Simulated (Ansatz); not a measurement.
Coupled-cluster diagnostics for Mg₃H₃, Ansatz.

Geometry of the doublet (PBE-D4/def2-TZVP):

```xyz
6

Mg   -0.959    1.098    0.023
Mg    0.669   -0.091   -2.581
Mg    1.012   -0.855    0.622
H     2.159   -2.068    1.017
H    -2.185    2.250   -0.310
H    -0.697   -0.333    1.229
```

Correlated methods freeze 3 core orbitals; core or outer-core shells of Mg are correlated, in sets that lack core-valence functions. Another isomer (doublet) lies 0.47 eV lower at PBE0-D4/def2-TZVP; other spin states weren't run for this one.

**Question.** Estimate the CCSD(T) correlation energy, the shares of MP2 and (T), T1 and the reference's ⟨S²⟩ for: charge 0, doublet, own geometry in def2-TZVPP; and the rough time on 4 threads of Arm Neoverse V2 on a shared host.

**Answer.** 
```json
{"state": "charge 0, doublet, own geometry", "basis": "def2-TZVPP", "correlation (eV)": "-18.070", "MP2 share (%)": "91.1", "(T) share (%)": "1.3", "T1": "0.020", "⟨S²⟩ (pure)": "0.86 (0.75)", "wall time": "81 s", "remarks": "spin-contaminated (⟨S²⟩ 0.86)"}
```
Customary marks for T1 are 0.02 (closed shells), 0.045 (open shells) and about 0.05 (3d metals). T1 stays under 0.02 throughout.
